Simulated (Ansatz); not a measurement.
Frontier orbitals of CHN (`[C-]#[NH+]`).

Bond lengths: C1–N2 1.163 Å, N2–H3 0.997 Å. Angles: C1–N2–H3 180.0°.

Charge 0, multiplicity 1. All single points use the PBE0-D4/def2-TZVP geometry. Basis def2-TZVPP, Ansatz.

A caution on the coupled-cluster cation, which keeps the state that its UHF reference found: large T1 diagnostic of the cation; spin contamination of the cation.

```
 functional  HOMO (eV)  LUMO (eV)  gap (eV)
LDA (SPW92)      -7.55      -0.99      6.56
        PBE      -7.52      -0.75      6.77
       BLYP      -7.46      -0.67      6.79
     B97M-V      -8.17      -0.31      7.86
       PBE0      -9.16       0.45      9.61
    ωB97M-V     -11.67       2.24     13.91
```

Q: What is the vertical ionisation energy at frozen-core CCSD(T)/CBS(def2)? (Best estimate.)

A: Computed: 12.09 eV (T1 of the cation 0.064).

From PBE to PBE0 the HOMO moves by −1.64 eV and the LUMO by +1.20 eV, and with ωB97M-V by −4.15 and +3.00 eV, so the gap grows from 6.77 to 13.92 eV with exact exchange. A positive LUMO is unbound and depends on the basis. −ε(HOMO) differs from that ionisation energy by −4.56 eV with PBE and −0.42 eV with ωB97M-V.
